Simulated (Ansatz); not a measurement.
**BHO (triplet): the correlation ladder, def2-TZVPP**

The task here is to estimate one member of a computed series from the others.

Program: Ansatz 0.2.0, Gaussian basis. Level of theory: def2-TZVPP, core rule «outside noble gas», up to 2 orbitals frozen. These are calculated values, not measurements.

To be run: UHF; ROHF; CCSD(T) on UHF.

2 further runs of the same task are left out: 2 set aside as unsound or not needed.

## What is computed

The geometry is a PBE0/def2-TZVP stationary point (not a proven minimum) of the parent state, kept for this charge and spin.

3 atoms, charge 0, spin multiplicity 3.

Atoms are counted from 1 here; the program's logs count them from 0.

Bond lengths: B1–O2 1.272 Å, O2–H3 0.952 Å. Angles: B1–O2–H3 180.0°.

As a file:

```xyz
3

B     0.0000    0.0000    1.1655
O     0.0000    0.0000   -0.1066
H     0.0000    0.0000   -1.0588
```

Set-up of the first run:

File in.yaml:

```yaml
crystal:
  periodic: [false, false, false]
  atoms:
    - {symbol: B, position_ang: [0.000000, 0.000000, 1.165459]}
    - {symbol: O, position_ang: [0.000000, 0.000000, -0.106612]}
    - {symbol: H, position_ang: [0.000000, 0.000000, -1.058847]}
basis:
  gaussian: {orbitals: def2-TZVPP}
magnetization: {spin_polarized: true, initial_magnetization: 2}
hamiltonian: {xc: hf}
output: {orbitals: {seedname: orbitals}}
```

The run is started by

```
ansatz run in.yaml --threads 1 --pin off --events-out ev --progress --plain --max-ram 4096MiB --backend cpu
```

Among the steps run: UHF; ROHF; CCSD(T) on UHF.

One table of the session follows, with a row left open; its other results are not shown here.

```
  method  from UCCSD(T) (kJ/mol)
    ROHF                  +796.0
     UHF                  +791.2
    UMP2                   +47.6
   UCCSD                       ?
UCCSD(T)                       0
```

Q: Estimate the row for UCCSD from the others.

The run gave: from UCCSD(T) (kJ/mol): +26.7. In the column «from UCCSD(T) (kJ/mol)» it lies between UCCSD(T) (0) and UMP2 (+47.6).
